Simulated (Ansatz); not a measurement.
Results of G0W0@PBE (hard PAW, contour deformation; Ansatz, an electronic-structure program) for fluorite SrCl₂.

The cell has the measured lattice parameters. Conventional cell: a = 6.9744 Å, b = 6.9744 Å, c = 6.9744 Å, α = 90.00°, β = 90.00°, γ = 90.00°.

The quasiparticle gap at Γ at a fixed k mesh 2×2×2:

| response cutoff | value (eV) |
|---|---|
| 150 eV, 650 empty bands | 7.870 |
| 200 eV, 1001 empty bands | 7.930 |
| 250 eV, 1399 empty bands | 7.962 |
| 300 eV, 1838 empty bands | 7.982 |

Task: Taking the value to converge with the response cutoff E as E^(−3/2), extrapolate from the last two rows.

Result: With y = y∞ + c/w and weights w = 3953 and 5196 for the last two rows, y∞ = (w2 y2 − w1 y1)/(w2 − w1) = (5196 × 7.982 − 3953 × 7.962)/1243 = 8.046 eV, which lies 0.064 beyond the last row. Successive pairs of rows give 8.041, 8.042, 8.046. The limit also hangs on the law assumed, so its last digits aren't firm.

The other settings are not extrapolated, so this is the limit in one setting alone.

The smallest gap on this mesh is 7.60 eV, away from Γ.

Spin–orbit coupling is not included.
